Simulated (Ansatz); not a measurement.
Reaction: HF (SMILES F) → F (doublet) + H (doublet) (the F-H bond breaks)
Each species at its own B3LYP-D3(BJ)/def2-TZVP minimum (Ansatz, a quantum-chemistry and plane-wave program).

Property: bond dissociation energy (electronic), in kJ/mol. Open shells are spin-unrestricted; no spin-orbit coupling. CBS(X,Y): correlation extrapolated as X^-3, Hartree-Fock from the larger set (Q,5: extrapolated as (X+1)exp(-9√X)). A bracket is a step between two methods taken in the basis named. The functionals are non-relativistic, so their misses hold any scalar relativity. '+ core + X2C': CCSD(T) terms for core correlation (cc-pwCVTZ) and scalar relativity (cc-pVTZ-DK). Full CI freezes restricted core orbitals, also for open shells; the composite that ends in it estimates full CI at the basis-set limit. For partners of very few electrons the exact lower level stands in for a higher one.

CCSD(T)/CBS(cc-pVQZ,cc-pV5Z) + [CCSDT(Q) - CCSD(T)]/cc-pV5Z + [FCI - CCSDT(Q)]/cc-pVDZ + core + X2C (Ansatz) gives 592.8 kJ/mol.

### Question
How far off this value is PBE/def2-TZVPD (Ansatz), in which direction, and which of these levels come nearer: r2SCAN/def2-TZVPD, B3LYP/def2-TZVPD, wB97M-V/def2-TZVPD, CCSD(T)/CBS(cc-pVQZ,cc-pV5Z) + core + X2C?

### Answer
PBE gives 591.0 kJ/mol, 1.8 kJ/mol below it. Differences of the others: r2SCAN/def2-TZVPD (Ansatz) -18.1; B3LYP/def2-TZVPD (Ansatz) -14.0; wB97M-V/def2-TZVPD (Ansatz) -11.5; CCSD(T)/CBS(cc-pVQZ,cc-pV5Z) + core + X2C (Ansatz) 0.0 kJ/mol. Nearer than PBE: CCSD(T)/CBS(cc-pVQZ,cc-pV5Z) + core + X2C.
